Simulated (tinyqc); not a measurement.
Worked calculation: CCD on RHF in the sto-3g basis, frozen core, for LiH, spin multiplicity 1. Computed by tinyqc, a small Python program that keeps every step (integrals from PySCF). Settings: charge = 0, multiplicity = 1, basis = sto-3g, method = RHF, frozen orbitals = 1, energy threshold = 1e-10, iteration cap = 55, orthogonalisation = canonical, start = atomic densities, DIIS depth = 6, amplitude equations = CCD, DIIS depth for amplitudes = 0, cap on updates = 50. Command: `OMP_NUM_THREADS=1 python tinyqc.py 20522 20523 out.jsonl` (the two numbers bound the seeds that draw the settings). One thread of a shared host (Intel(R) Xeon(R) Processor @ 2.60GHz), about 0.2 s of CPU time with the checks. The early iterations of the SCF are left out here.

## One-electron integrals

Geometry (angstrom):
```
atom         x         y         z
Li    0.000000  0.000000  0.000000
H     0.000000  0.000000  1.880000
```

Basis sto-3g: exponents (1/bohr^2) and contraction coefficients of normalised primitives:
```
element  l (shell)   exponent  coefficient
Li           s (1)  16.119575     0.154329
Li           s (1)   2.936201     0.535328
Li           s (1)   0.794651     0.444635
Li           s (2)   0.636290    -0.099967
Li           s (2)   0.147860     0.399513
Li           s (2)   0.048089     0.700115
Li           p (3)   0.636290     0.155916
Li           p (3)   0.147860     0.607684
Li           p (3)   0.048089     0.391957
H            s (1)   3.425251     0.154329
H            s (1)   0.623914     0.535328
H            s (1)   0.168855     0.444635
```

Overlap, kinetic and nuclear-attraction integrals over the contracted functions; the nuclear repulsion is the sum of Za Zb / Rab.

nuclear repulsion = 0.84443172 hartree

overlap S, order 1Li 1s, 1Li 2s, 1Li 2px, 1Li 2py, 1Li 2pz, 2H 1s:
```
[[1.000000, 0.241137, 0.000000, 0.000000, 0.000000, 0.036221],
 [0.241137, 1.000000, 0.000000, 0.000000, 0.000000, 0.326643],
 [0.000000, 0.000000, 1.000000, 0.000000, 0.000000, 0.000000],
 [0.000000, 0.000000, 0.000000, 1.000000, 0.000000, 0.000000],
 [0.000000, 0.000000, 0.000000, 0.000000, 1.000000, 0.451563],
 [0.036221, 0.326643, 0.000000, 0.000000, 0.451563, 1.000000]]
```

kinetic energy T (hartree), order 1Li 1s, 1Li 2s, 1Li 2px, 1Li 2py, 1Li 2pz, 2H 1s:
```
[[3.576786, -0.020237, 0.000000, 0.000000, 0.000000, -0.010854],
 [-0.020237, 0.102163, 0.000000, 0.000000, 0.000000, 0.025339],
 [0.000000, 0.000000, 0.319682, 0.000000, 0.000000, 0.000000],
 [0.000000, 0.000000, 0.000000, 0.319682, 0.000000, 0.000000],
 [0.000000, 0.000000, 0.000000, 0.000000, 0.319682, 0.088029],
 [-0.010854, 0.025339, 0.000000, 0.000000, 0.088029, 0.760032]]
```

nuclear attraction V (hartree), order 1Li 1s, 1Li 2s, 1Li 2px, 1Li 2py, 1Li 2pz, 2H 1s:
```
[[-8.264359, -1.032217, 0.000000, 0.000000, -0.011665, -0.151850],
 [-1.032217, -1.468385, 0.000000, 0.000000, -0.105962, -0.559111],
 [0.000000, 0.000000, -1.430901, 0.000000, 0.000000, 0.000000],
 [0.000000, 0.000000, 0.000000, -1.430901, 0.000000, 0.000000],
 [-0.011665, -0.105962, 0.000000, 0.000000, -1.514570, -0.781870],
 [-0.151850, -0.559111, 0.000000, 0.000000, -0.781870, -2.070458]]
```

core Hamiltonian H = T + V (hartree), order 1Li 1s, 1Li 2s, 1Li 2px, 1Li 2py, 1Li 2pz, 2H 1s:
```
[[-4.687572, -1.052455, 0.000000, 0.000000, -0.011665, -0.162705],
 [-1.052455, -1.366222, 0.000000, 0.000000, -0.105962, -0.533772],
 [0.000000, 0.000000, -1.111219, 0.000000, 0.000000, 0.000000],
 [0.000000, 0.000000, 0.000000, -1.111219, 0.000000, 0.000000],
 [-0.011665, -0.105962, 0.000000, 0.000000, -1.194888, -0.693841],
 [-0.162705, -0.533772, 0.000000, 0.000000, -0.693841, -1.310426]]
```

## Two-electron integrals

Functions are numbered as in S; the eight-fold symmetry (ij|kl) = (ji|kl) = (kl|ij) leaves the list below.

Two-electron integrals (ij|kl) in chemists' order, unique and non-zero (hartree):
```
(11|11) 1.680395   (21|11) 0.265420   (21|21) 0.049941   (22|11) 0.397727
(22|21) 0.092860   (22|22) 0.290562   (31|31) 0.008981   (32|31) 0.013788
(32|32) 0.064184   (33|11) 0.396640   (33|21) 0.092880   (33|22) 0.290497
(33|33) 0.312946   (41|41) 0.008981   (42|41) 0.013788   (42|42) 0.064184
(43|43) 0.016869   (44|11) 0.396640   (44|21) 0.092880   (44|22) 0.290497
(44|33) 0.279207   (44|44) 0.312946   (51|51) 0.008981   (52|51) 0.013788
(52|52) 0.064184   (53|53) 0.016869   (54|54) 0.016869   (55|11) 0.396640
(55|21) 0.092880   (55|22) 0.290497   (55|33) 0.279207   (55|44) 0.279207
(55|55) 0.312946   (61|11) 0.038440   (61|21) 0.007283   (61|22) 0.013845
(61|33) 0.013684   (61|44) 0.013684   (61|51) 0.000887   (61|52) 0.001730
(61|55) 0.014173   (61|61) 0.001166   (62|11) 0.111068   (62|21) 0.026344
(62|22) 0.089875   (62|33) 0.084939   (62|44) 0.084939   (62|51) 0.004200
(62|52) 0.027578   (62|55) 0.099661   (62|61) 0.004620   (62|62) 0.049487
(63|31) 0.001876   (63|32) 0.009305   (63|53) 0.004010   (63|63) 0.003120
(64|41) 0.001876   (64|42) 0.009305   (64|54) 0.004010   (64|64) 0.003120
(65|11) 0.144020   (65|21) 0.034455   (65|22) 0.121506   (65|33) 0.113166
(65|44) 0.113166   (65|51) 0.006480   (65|52) 0.042377   (65|55) 0.138061
(65|61) 0.006231   (65|62) 0.072614   (65|65) 0.107621   (66|11) 0.281173
(66|21) 0.067694   (66|22) 0.255125   (66|33) 0.232825   (66|44) 0.232825
(66|51) 0.011425   (66|52) 0.095406   (66|55) 0.299578   (66|61) 0.012204
(66|62) 0.179439   (66|65) 0.272219   (66|66) 0.774606
```

## Orthogonalisation

S = U s U^T; canonical form X = U s^(-1/2), so that X^T S X = 1. Each column of U has its largest component positive (the first on a tie).

eigenvalues of S: [0.431350, 0.801860, 1.000000, 1.000000, 1.179041, 1.587749]

X, order 1Li 1s, 1Li 2s, 1Li 2px, 1Li 2py, 1Li 2pz, 2H 1s:
```
[[0.229131, 0.781345, 0.000000, 0.000000, 0.605787, 0.186350],
 [-0.697260, -0.611062, 0.000000, 0.000000, 0.477638, 0.373836],
 [0.000000, 0.000000, 0.841187, 0.540744, 0.000000, 0.000000],
 [0.000000, 0.000000, -0.540744, 0.841187, 0.000000, 0.000000],
 [-0.829594, 0.469798, 0.000000, 0.000000, -0.467607, 0.411111],
 [1.044703, -0.206142, 0.000000, 0.000000, -0.185403, 0.535098]]
```

Within a degenerate level the vectors are fixed only up to a rotation; this is one choice.

## Starting guess

The start is atomic minimal-basis densities projected into this basis (PySCF's MINAO start) and scaled to the electron count of each spin; this density is not idempotent, so its energy is not variational and may lie below the converged one.

D at the start, order 1Li 1s, 1Li 2s, 1Li 2px, 1Li 2py, 1Li 2pz, 2H 1s:
```
[[2.075105, -0.224816, 0.000000, 0.000000, 0.004314, -0.015624],
 [-0.224816, 1.023526, 0.000000, 0.000000, -0.001308, 0.094483],
 [0.000000, 0.000000, 0.000000, 0.000000, 0.000000, 0.000000],
 [0.000000, 0.000000, 0.000000, 0.000000, 0.000000, 0.000000],
 [0.004314, -0.001308, 0.000000, 0.000000, 0.003874, 0.058335],
 [-0.015624, 0.094483, 0.000000, 0.000000, 0.058335, 0.892640]]
```

## Iteration 8 (converged): orbitals

converged F (hartree), order 1Li 1s, 1Li 2s, 1Li 2px, 1Li 2py, 1Li 2pz, 2H 1s:
```
[[-2.354578, -0.640991, 0.000000, 0.000000, 0.014586, -0.099598],
 [-0.640991, -0.216916, 0.000000, 0.000000, -0.082845, -0.229419],
 [0.000000, 0.000000, 0.163042, 0.000000, 0.000000, 0.000000],
 [0.000000, 0.000000, 0.000000, 0.163042, 0.000000, 0.000000],
 [0.014586, -0.082845, 0.000000, 0.000000, 0.029359, -0.215151],
 [-0.099598, -0.229419, 0.000000, 0.000000, -0.215151, -0.106638]]
```

Diagonalise F' = X^T F X, C = X C', fill 2 alpha and 2 beta electrons from the bottom; D = 2 C_occ C_occ^T. Each column has its largest component positive (the first on a tie).

F' = X^T F X (hartree):
```
[[0.437655, -0.191727, 0.000000, 0.000000, -0.155945, -0.069180],
 [-0.191727, -0.830201, 0.000000, 0.000000, -1.085620, -0.358840],
 [0.000000, 0.000000, 0.163042, 0.000000, 0.000000, 0.000000],
 [0.000000, 0.000000, 0.000000, 0.163042, 0.000000, 0.000000],
 [-0.155945, -1.085620, 0.000000, 0.000000, -1.227305, -0.502587],
 [-0.069180, -0.358840, 0.000000, 0.000000, -0.502587, -0.456499]]
```

orbital energies (hartree): [-2.357100, -0.260663, 0.074992, 0.163042, 0.163042, 0.466419]

coefficients C, order 1Li 1s, 1Li 2s, 1Li 2px, 1Li 2py, 1Li 2pz, 2H 1s:
```
[[0.991399, -0.154274, -0.213075, 0.000000, 0.000000, 0.112388],
 [0.033418, 0.478300, 0.798062, 0.000000, 0.000000, -0.600558],
 [0.000000, 0.000000, 0.000000, 0.611576, 0.791186, 0.000000],
 [0.000000, 0.000000, 0.000000, 0.791186, -0.611576, 0.000000],
 [-0.004935, 0.336001, -0.604217, 0.000000, 0.000000, -0.904769],
 [0.000101, 0.570295, -0.167265, 0.000000, 0.000000, 1.049470]]
```

D after iteration 8, order 1Li 1s, 1Li 2s, 1Li 2px, 1Li 2py, 1Li 2pz, 2H 1s:
```
[[2.013345, -0.081318, 0.000000, 0.000000, -0.113458, -0.175763],
 [-0.081318, 0.459775, 0.000000, 0.000000, 0.321089, 0.545551],
 [0.000000, 0.000000, 0.000000, 0.000000, 0.000000, 0.000000],
 [0.000000, 0.000000, 0.000000, 0.000000, 0.000000, 0.000000],
 [-0.113458, 0.321089, 0.000000, 0.000000, 0.225843, 0.383239],
 [-0.175763, 0.545551, 0.000000, 0.000000, 0.383239, 0.650473]]
```

Within a degenerate level the vectors are fixed only up to a rotation; this is one choice.

## Convergence

Stop when the energy changes by less than 1e-10 hartree and every element of the error matrix X^T (F D S - S D F) X is below 3e-06.

Course of the cycle:
```
iteration  E (hartree)     change  largest element of the error matrix
1          -7.64718045          -                             1.12e-01
2          -7.83325421  -1.86e-01                             9.13e-02
3          -7.84167575  -8.42e-03                             2.01e-02
4          -7.84283991  -1.16e-03                             5.38e-03
5          -7.84300959  -1.70e-04                             5.14e-04
6          -7.84301095  -1.36e-06                             3.19e-05
7          -7.84301096  -6.31e-09                             3.74e-07
8          -7.84301096  -8.15e-13                             3.56e-08
```

PySCF RHF in the same basis = -7.84301096 hartree

Converged in 8 iterations.

## Populations, bond orders and dipole

Mulliken: Z minus the diagonal of D S on the atom; Loewdin: the same with S^(1/2) D S^(1/2); Mayer order: 2 sum_s sum (D(s) S)_ij (D(s) S)_ji over the two atoms.

Charges (e):
```
atom   Mulliken    Loewdin
1Li   -0.004636  -0.004597
2H     0.004636   0.004597
```

Mayer bond orders:
```
pair     order
2-1   0.999979
```

dipole moment about the origin, x y z (debye): [0.000000, 0.000000, -4.952560]

## Integrals over molecular orbitals

(pq|rs) = sum C_ip C_jq C_kr C_ls (ij|kl), one index at a time.

one-electron integrals over orbitals h = C^T H C (hartree):
```
[[-4.678461, 0.098294, 0.163959, 0.000000, 0.000000, -0.048638],
 [0.098294, -1.391219, 0.024206, 0.000000, 0.000000, 0.007895],
 [0.163959, 0.024206, -1.108079, 0.000000, 0.000000, 0.025138],
 [0.000000, 0.000000, 0.000000, -1.111219, 0.000000, 0.000000],
 [0.000000, 0.000000, 0.000000, 0.000000, -1.111219, 0.000000],
 [-0.048638, 0.007895, 0.025138, 0.000000, 0.000000, -0.992004]]
```

Two-electron integrals over orbitals (pq|rs), unique and non-zero (hartree); the lowest 1 orbital is frozen and left out:
```
(22|22) 0.468234    (32|22) -0.053781   (32|32) 0.016593    (33|22) 0.216897
(33|32) 0.011183    (33|33) 0.333945    (42|42) 0.022065    (43|42) 0.019674
(43|43) 0.041303    (44|22) 0.256735    (44|32) 0.009328    (44|33) 0.281057
(44|44) 0.312946    (52|52) 0.022065    (53|52) 0.019674    (53|53) 0.041303
(54|54) 0.016869    (55|22) 0.256735    (55|32) 0.009328    (55|33) 0.281057
(55|44) 0.279207    (55|55) 0.312946    (62|22) 0.115012    (62|32) -0.038811
(62|33) -0.017474   (62|44) -0.028537   (62|55) -0.028537   (62|62) 0.127471
(63|22) -0.053792   (63|32) 0.012883    (63|33) 0.036123    (63|44) 0.004975
(63|55) 0.004975    (63|62) -0.035205   (63|63) 0.027969    (64|42) -0.019189
(64|43) -0.012965   (64|64) 0.019744    (65|52) -0.019189   (65|53) -0.012965
(65|65) 0.019744    (66|22) 0.439808    (66|32) -0.046577   (66|33) 0.239560
(66|44) 0.263487    (66|55) 0.263487    (66|62) 0.115534    (66|63) -0.045374
(66|66) 0.438814
```

## CCD: starting amplitudes

t_ij^ab = <ij||ab> / (e_i + e_j - e_a - e_b), whose energy is MP2.

Starting amplitudes (spin orbitals 1a, 1b, ...; amplitudes related by a flip of all spins are not repeated):
```
from      to          t
2a 2b  6a 6b  -0.087659
2a 2b  3a 6b   0.036520
2a 2b  5a 5b  -0.026038
2a 2b  4a 4b  -0.026038
2a 2b  3a 3b  -0.024717
```

correlation energy = -0.01556781 hartree

## CCD: amplitude update 1

t_ij^ab D_ij^ab are set to the remaining terms of the spin-orbital equations, evaluated with the old amplitudes; for the doubles these are <ij||ab> + 1/2 <ab||ef> t_ij^ef + 1/2 <mn||ij> t_mn^ab + P(ij)P(ab) <mb||ej> t_im^ae + terms in t^2, D the orbital-energy denominators.

Amplitudes after update 1 (spin orbitals 1a, 1b, ...; amplitudes related by a flip of all spins are not repeated):
```
from      to          t
2a 2b  6a 6b  -0.122716
2a 2b  3a 6b   0.054619
2a 2b  3a 3b  -0.029887
2a 2b  5a 5b  -0.026872
2a 2b  4a 4b  -0.026872
```

correlation energy = -0.02156400 hartree

## CCD: convergence

E_corr = 1/4 sum <ij||ab> t_ij^ab; stop when the norm of the change is below 1e-8.

Course of the amplitude iterations:
```
update  correlation energy (hartree)  norm of the change
0                        -0.01556781                   -
1                        -0.02156400            8.75e-02
2                        -0.02396527            3.72e-02
3                        -0.02494387            1.62e-02
4                        -0.02534971            7.11e-03
5                        -0.02552018            3.15e-03
6                        -0.02559253            1.41e-03
7                        -0.02562352            6.36e-04
8                        -0.02563690            2.88e-04
9                        -0.02564272            1.31e-04
10                       -0.02564527            6.00e-05
11                       -0.02564640            2.75e-05
12                       -0.02564689            1.26e-05
13                       -0.02564712            5.80e-06
14                       -0.02564722            2.67e-06
15                       -0.02564726            1.23e-06
16                       -0.02564728            5.66e-07
17                       -0.02564729            2.60e-07
18                       -0.02564729            1.20e-07
19                       -0.02564730            5.53e-08
20                       -0.02564730            2.55e-08
21                       -0.02564730            1.17e-08
22                       -0.02564730            5.41e-09
```

Converged amplitudes (spin orbitals 1a, 1b, ...; amplitudes related by a flip of all spins are not repeated):
```
from      to          t
2a 2b  6a 6b  -0.145894
2a 2b  3a 6b   0.069654
2a 2b  3a 3b  -0.037951
2a 2b  5a 5b  -0.022971
2a 2b  4a 4b  -0.022971
```

CCD total energy = -7.86865826 hartree

Converged in 22 updates.
